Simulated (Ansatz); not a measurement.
Bulk modulus (GPa) of solids drawn from the class of elemental solids other than molecular ones, at two levels: PBE (plane waves, PAW; Ansatz, a program for electronic structure), and PBE0 in Ansatz (plane waves, PAW).

| solid | PBE | PBE0 | shift (%) |
|---|---|---|---|
| fcc Pb | 39.2 | 43.5 | +11.0 |
| fcc Ag | 91.5 | 85.7 | -6.3 |
| bcc Nb | 169 | 197 | +16.6 |
| fcc Cu | 141 | 130 | -7.8 |
| fcc Sr | 11.6 | 10.7 | -7.8 |
| diamond-structure Si | 88.7 | 99.4 | +12.1 |
| fcc Al | 76.9 | 83.2 | +8.2 |
| fcc Pt | 248 | 270 | +8.9 |
| bcc Rb | 2.78 | 2.70 | -2.9 |
| bcc Na | 7.77 | 7.55 | -2.8 |

The shifts run from -7.8 % to +16.6 %, with a median of +2.7 %.

Over all 10 rows PBE0 is the larger in 5.

Ansatz's runs of these crystals have no spin polarisation. Meta-GGA and hybrid levels favour moments, which can bear on fcc Pt.

Spin–orbit coupling is left out, also for the solids with elements from indium on (fcc Pb, fcc Pt); its size isn't shown.

Each level is taken at its own relaxed cell. Ansatz's density-functional and Hartree–Fock values are scalar-relativistic unless marked +SOC, with PAW data made under PBE.
